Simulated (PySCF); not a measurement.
Gas-phase reaction: P2 + H2 + 3 O2 → 2 HPO3

Computed with PySCF (xtb for GFN2) and rigid-rotor harmonic-oscillator thermochemistry at 1 bar. † marks an energy on the PBE0/def2-TZVP geometry and frequencies; other levels use their own. MP2 and CCSD(T) freeze the core. 6-31G* has spherical d functions here. Open shells (unrestricted): O2 (multiplicity 3); the rest are closed-shell singlets. GFN2 has no spin-polarisation term. B3LYP is the form with VWN-RPA correlation. HPO3: computed as isolated molecules; such fragments, hydroxides, amides, oligomers or adducts are transient or little studied in the gas. MP2 isn't extrapolated to the basis-set limit. CCSD(T) isn't extrapolated to the basis-set limit.

| level | ΔH°(298 K), kJ |
|---|---|
| B3LYP/6-31G* | -1209 |
| CCSD(T)/def2-SVP† | -1178 |
| GFN2-xTB | -2252 |
| HF/6-31G* | … |
| MP2/def2-TZVPP† | -1602 |
| PBE0/def2-QZVP† | … |
| ωB97X-V/def2-TZVP† | … |

Q: Fill in the missing entries.

A: 
- HF/6-31G*, ΔH°(298 K), kJ: -1115
- PBE0/def2-QZVP†, ΔH°(298 K), kJ: -1470
- ωB97X-V/def2-TZVP†, ΔH°(298 K), kJ: -1472
